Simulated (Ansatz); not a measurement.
Ideal-gas functions of `C#CC(O)S` at 500 K and 1 bar, from an Ansatz frequency run at PBE0-D4/def2-TZVP.

Molar mass 88.13 g/mol, point group C1 (symmetry number 1), electronic degeneracy 1, moments of inertia 84.711, 164.567, 233.854 u Å². Harmonic wavenumbers (cm⁻¹, unscaled): 164, 193, 217, 310, 389, 475, 582, 669, 682, 708, 911, 981, 1095, 1253, 1273, 1414, 2236, 2714, 3101, 3481, 3839.

Use S(trans) = R[1.5 ln M + 2.5 ln T − 1.1517]; rotational temperatures θ = 24.2544 K / I; S(rot) = R[ln(√π/σ · √(T³/θAθBθC)) + 1.5]; for each mode x = 1.438777 ν̃/T, S = R[x/(eˣ − 1) − ln(1 − e⁻ˣ)] and H = RT x/(eˣ − 1); 1 cm⁻¹ = 0.0119627 kJ/mol; R = 8.31446 J/(mol·K).

Q: By hand: the entropy, in J/(mol·K).

A: Translation 175.5. Rotation: θ = 0.2863, 0.1474, 0.1037 K, giving 117.3. Vibration, mode by mode: 14.63, 13.31, 12.36, 9.53, 7.80, 6.33, 4.94, 4.04, 3.93, 3.70, 2.34, 1.99, 1.54, 1.07, 1.02, 0.73, 0.10, 0.03, 0.01, 0.00, 0.00, in all 89.4. Electronic 0.0. Sum 382.2 J/(mol·K).

Q: By hand: H − E and G − E in kJ/mol, counted from the electronic energy.

A: Zero-point energy ½ × 26687 × 0.0119627 = 159.6; thermal vibration 25.1; translation, rotation and pV give 4 RT = 16.6. H − E = 201.3 kJ/mol, and G − E = 201.3 − 500 × 382.2/1000 = 10.2 kJ/mol.

Vibration gives 23 % of the entropy. The sum counts one conformer and one mirror image; others add a mixing term.
